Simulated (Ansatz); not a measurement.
# Al⁻, triplet: from triple and quadruple zeta to the limit

A free Al anion.

Ansatz 0.2.0, UHF determinant, valence electrons correlated. Energies in eV.

```tsv
set	X	functions	Hartree–Fock	MP2 correlation	CCSD(T) correlation	time
def2-TZVPPD	3	48	-6581.4612	-1.2976	-1.8078	2.4 s on 1 × NVIDIA H100 80GB HBM3 with 1 thread of AMD EPYC 7R13 Processor (Zen 3) (shared host)
def2-QZVPPD	4	76	-6581.8416	-1.3923	-1.8661	3.4 s on 1 × NVIDIA H100 80GB HBM3 with 1 thread of AMD EPYC 7R13 Processor (Zen 3), on a shared host
```

Hartree–Fock is taken to follow E(X) = E∞ + A·exp(−7.88·√X), correlation E(X) = E∞ + B·X^−2.97.

Question: Work out the CCSD(T) energy at the limit, and how far the shortcut misses it that extrapolates MP2 and adds CCSD(T) minus MP2 from the smaller set.

Answer: Hartree–Fock: E∞ = E4 + 0.1377·(E4 − E3) = -6581.8940. Correlation: E∞ = E4 + 0.7407·(E4 − E3) = -1.9093 for CCSD(T) and -1.4624 for MP2. The limit is -6583.8033 eV, 0.096 eV below def2-QZVPPD. The shortcut gives a correlation energy of -1.4624 + (-0.5102) = -1.9726, 63 meV lower than the direct value.

Past Ne part of the Hartree–Fock step between the two sets comes from the cores, which don't follow the formula, so the 52 meV that it adds to the total can overshoot; that part largely cancels in differences.
